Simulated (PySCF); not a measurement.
## Gas-phase thermal properties of HCOOH

Method: PySCF energies (xtb for GFN2) plus ideal-gas RRHO corrections (1 bar). 'Table' is the NASA 1993 thermochemical table (part measured, part estimated). 6-31G* has spherical d functions here. All species are closed-shell singlets. B3LYP is the form with VWN-RPA correlation. The harmonic model lacks anharmonicity and excited electronic states, which grow with temperature; levels with a mode under 35 cm⁻¹ are left out. Internal rotation in HCOOH is treated as a harmonic vibration of one conformer, which makes the entropy rough.

```csv
level,point group,σ,ZPE (kJ/mol),S°298 (J/mol/K),Cp298 (J/mol/K),S°1000 (J/mol/K),H1000 − H298 (kJ/mol)
table,-,-,-,249.0,45.7,329.6,49.9
B3LYP/6-31G*,Cs,1,89.0,248.3,44.2,324.3,46.8
GFN2-xTB,Cs,1,83.9,248.5,45.4,326.5,48.0
HF/6-31G*,Cs,1,97.2,247.2,42.4,319.9,44.9
PBE/def2-SVP,Cs,1,86.3,248.6,44.8,325.9,47.5
PBE0/def2-TZVP,Cs,1,89.4,248.1,44.2,324.2,46.8
```
σ: rotational symmetry number. Electronic degeneracy used: 1. Frequencies are unscaled.
